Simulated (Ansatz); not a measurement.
A made-up structure of C2H5O (charge -1), singlet:

| atom | x (Å) | y (Å) | z (Å) |
| --- | --- | --- | --- |
| C1 | -0.3002 | 0.7423 | -0.3363 |
| C2 | 0.0797 | -0.7207 | -0.2630 |
| O3 | 0.7321 | -0.9257 | 1.0615 |
| H4 | -0.9706 | 0.9005 | -1.1939 |
| H5 | 0.8923 | -0.5693 | -0.9265 |
| H6 | -0.8261 | 1.1387 | 0.5718 |
| H7 | -0.8748 | -1.2752 | -0.1757 |
| H8 | 1.5919 | -1.2601 | 0.8241 |

It is relaxed with PBE-D4/def2-SVPD and then PBE0-D4/def2-TZVPD (Ansatz 0.2.0). Atoms count as bonded within 1.22 times the sum of their covalent radii (H–H: 0.88 Å). The end point is not checked to be a true minimum.

(1) Does its bonding change? (A judgement: the text doesn't fix the answer.)

The highest PBE0 orbital of the anion lies well above zero, so the extra electron may be unbound in the gas phase.

Results:

(1) By the calculation: No: no bond forms or breaks.

Where it ends: The first stage lowers the energy by 1.83 eV in 14 steps. It ends as C₂H₅O ([CH2][CH2][OH]), total charge -1:
```
8
angstrom
C -0.2369 0.6748 -0.1192
C -0.0305 -0.7806 -0.2031
O 1.1073 -1.2353 0.6302
H -0.0372 1.2405 -1.0325
H 0.2084 -1.1336 -1.2206
H -1.1580 1.0009 0.3697
H -0.8923 -1.3692 0.1543
H 1.3635 -0.3668 0.9830
```

Labels in which every atom is bracketed show which atoms are joined, not bond orders.

For scale, one of the runs: PBE0-D4/def2-TZVPD relaxation, 159 basis functions, launched by `ansatz run in.yaml --threads 2 --pin off --events-out ev --progress --plain --max-ram 4352MiB`. Hardware: 2 CPU threads of an Arm Neoverse V2, shared host. Wall time about 21 s.
